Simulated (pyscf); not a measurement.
Thermochemistry of product channels of F–Sn:–F [singlet] + hydrogen (H₂) on the singlet surface, in kcal/mol, from ωB97M-D3(BJ)/def2-TZVP energies (ideal gas, 1 atm, RRHO with modes under 100 cm⁻¹ raised to 100, one conformer, R ln 2 for rigid chiral ones). Single points on ωB97X-D3(BJ)/def2-SVP structures (PySCF, gas phase).

| products | ΔE | ΔH(298 K) | ΔG(298 K) | ΔG(600 K) |
|---|---|---|---|---|
| F–SnH₂–F | +9.6 | +10.9 | +19.6 | [?] |
| hydrogen fluoride (HF) + F–SnH: [singlet] | +29.4 | +30.8 | +29.2 | +27.7 |

Question: Fill in the missing entries.

Answer: 
- F–SnH₂–F, ΔG(600 K): +28.5

These are energies of the channels, which say nothing of barriers. Elements past Kr carry the def2 core potentials, without spin-orbit coupling.
